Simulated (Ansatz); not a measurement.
# CH₂N (doublet): from Hartree-Fock to the top rungs, def2-TZVPP

An exercise on one series of results from a longer session: the logs are not shown, and one member is left open.

Program: Ansatz 0.2.0, Gaussian basis. Level of theory: def2-TZVPP, core rule «outside noble gas», up to 2 orbitals frozen. These are calculated values, not measurements.

The runs, in order: UHF; ROHF; CCSD(T) on UHF.

2 further runs of the same task are left out: 2 set aside as unsound or not needed.

## The system

The geometry is a PBE0/def2-TZVP stationary point (not a proven minimum).

4 atoms, charge 0, spin multiplicity 2.

Atoms are counted from 1 here; the program's logs count them from 0.

Bond lengths: N1–C2 1.226 Å, N1–H3 1.020 Å, C2–H4 1.097 Å. Angles: C2–N1–H3 118.7°, N1–C2–H4 125.4°.

Set-up of the first run:

File in.yaml:

```yaml
crystal:
  periodic: [false, false, false]
  atoms:
    - {symbol: N, position_ang: [0.000000, -0.172031, 0.548148]}
    - {symbol: C, position_ang: [0.000000, 0.195022, -0.621447]}
    - {symbol: H, position_ang: [0.000000, 0.535251, 1.282826]}
    - {symbol: H, position_ang: [0.000000, -0.468538, -1.494872]}
basis:
  gaussian: {orbitals: def2-TZVPP}
magnetization: {spin_polarized: true, initial_magnetization: 1}
hamiltonian: {xc: hf}
output: {orbitals: {seedname: orbitals}}
```

The run is started by

```bash
$ ansatz run in.yaml --threads 1 --pin off --events-out ev --progress --plain --max-ram 2816MiB --backend cpu
```

Among the steps run: UHF; ROHF; CCSD(T) on UHF.

One table of the session follows, with a row left open; its other results are not shown here.

| method | from UCCSD(T) (kJ/mol) |
| --- | --- |
| ROHF | +988.2 |
| UHF | ? |
| UMP2 | +96.6 |
| UCCSD | +43.3 |
| UCCSD(T) | 0 |

**Question.** Estimate the row for UHF.

As computed: from UCCSD(T) (kJ/mol): +974.1. In the column «from UCCSD(T) (kJ/mol)» it lies between UMP2 (+96.6) and ROHF (+988.2).

With the free atoms at the same levels and basis (separate runs), the atomisation energy is 14.030 eV at UCCSD(T), 9.510 eV at ROHF.
